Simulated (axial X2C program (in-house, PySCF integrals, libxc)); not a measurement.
# NBN: bond lengths and stretches, held linear

Aim: the two bond lengths and stretching wavenumbers of linear NBN, with and without spin–orbit coupling, at PBE0, TPSSh.

Program: an in-house X2C program for linear molecules on PySCF integrals. Level of theory: all-electron X2C, two-component (2c) or spin-free, N dyall-av3z, B dyall-v3z. These are calculated values, not measurements.

All values are calculated.

2 further runs of the same task are left out: 2 set aside as unsound or not needed.

**1. Set-up**

File task.json:

```json
{"zs": [7, 5, 7], "q": 0, "bas": ["dyall-av3z", "dyall-v3z", "dyall-av3z"], "r0": [1.38, 1.38], "symm": 1, "scan": ["PBE0", "HF", "TPSSh"], "levels": ["PBE0", "HF", "B3LYP"], "nst": 2}
```

Keys: zs atomic numbers; q charge; bas basis sets; r0 starting distance in Å; symm equal bonds; scan levels of the two-bond scan; levels methods; nst determinants followed.

On the command line:

```sh
python solin.py task.json out
```

Masses N 14.003, B 11.009, N 14.003 u.

**2. Scan at PBE0, 2c**

State: Ω = 5/2 (beyond evenly filled blocks: ω = -1/2, 2 × ω = 3/2). Energies above the lowest point, from the job's result record:

```csv
r(N–B) (Å),r(B–N) (Å),E (meV)
1.3377,1.3377,54.27
1.3377,1.3720,20.79
1.3377,1.4063,30.66
1.3720,1.3377,20.79
1.3720,1.3720,0.00
1.3720,1.4063,22.10
1.3720,1.4406,77.99
1.4063,1.3377,30.66
1.4063,1.3720,22.10
1.4063,1.4063,56.22
1.4406,1.3720,77.99
1.4406,1.4406,202.41
```

A quadratic surface with cubic terms in each bond gives the minimum at 1.371 and 1.371 Å, force constants 5.87, 5.87 and coupling 1.62 mdyn/Å.

**3. Scan at TPSSh, 2c**

State: Ω = 5/2 (beyond evenly filled blocks: ω = -1/2, 2 × ω = 3/2). Energies above the lowest point, from the job's result record:

```
r(N–B) (Å)  r(B–N) (Å)  E (meV)
    1.3377      1.3377    71.99
    1.3377      1.3720    30.40
    1.3377      1.4063    33.46
    1.3720      1.3377    30.40
    1.3720      1.3720     0.00
    1.3720      1.4063    13.84
    1.3720      1.4406    62.78
    1.4063      1.3377    33.46
    1.4063      1.3720    13.84
    1.4063      1.4063    38.22
    1.4406      1.3720    62.78
    1.4406      1.4406   166.23
```

A quadratic surface with cubic terms in each bond gives the minimum at 1.376 and 1.376 Å, force constants 5.84, 5.84 and coupling 1.43 mdyn/Å.

**4. Scan at PBE0, spin-free**

State: M_S = 3/2, Λ = 1 (beyond evenly filled blocks: 2 × π+α, π+β, 2 × π-α). Energies above the lowest point, from the job's result record:

```
r(N–B) (Å)  r(B–N) (Å)  E (meV)
    1.3377      1.3377    54.35
    1.3377      1.3720    20.84
    1.3377      1.4063    30.68
    1.3720      1.3377    20.84
    1.3720      1.3720     0.00
    1.3720      1.4063    22.07
    1.3720      1.4406    77.95
    1.4063      1.3377    30.68
    1.4063      1.3720    22.07
    1.4063      1.4063    56.15
    1.4406      1.3720    77.95
    1.4406      1.4406   202.28
```

A quadratic surface with cubic terms in each bond gives the minimum at 1.371 and 1.371 Å, force constants 5.87, 5.87 and coupling 1.62 mdyn/Å.

**5. Comparison**

| level | r(N–B) (Å) | r(B–N) (Å) | lower stretch (cm⁻¹) | upper stretch (cm⁻¹) |
| --- | --- | --- | --- | --- |
| PBE0, 2c | 1.371 | 1.371 | 952.8 | 1349.8 |
| TPSSh, 2c | 1.376 | 1.376 | 938.6 | 1377.3 |
| PBE0, spin-free | 1.371 | 1.371 | 952.7 | 1350.1 |
| TPSSh, spin-free | 1.376 | 1.376 | 938.6 | 1377.5 |

Scans not shown above were run alike.

What this shows: Over the levels the N–B bond spans 1.371 to 1.376 Å and the B–N bond 1.371 to 1.376 Å. At PBE0 spin–orbit coupling leaves both bonds unchanged to 0.001 Å. Each state is one determinant, the lowest of a limited PBE0 search; the stretches come from a fit to few points and are good to some per cent at best. The stretches are sorted by size, and where the two bonds are alike the symmetric and antisymmetric modes can swap order between levels. The molecule was held linear; bending was not examined, so a bent shape may lie lower. Note: functional without a current term on a determinant with orbital currents, of the molecule or an atom. Note: several unpaired electrons, one determinant need not be a pure state.
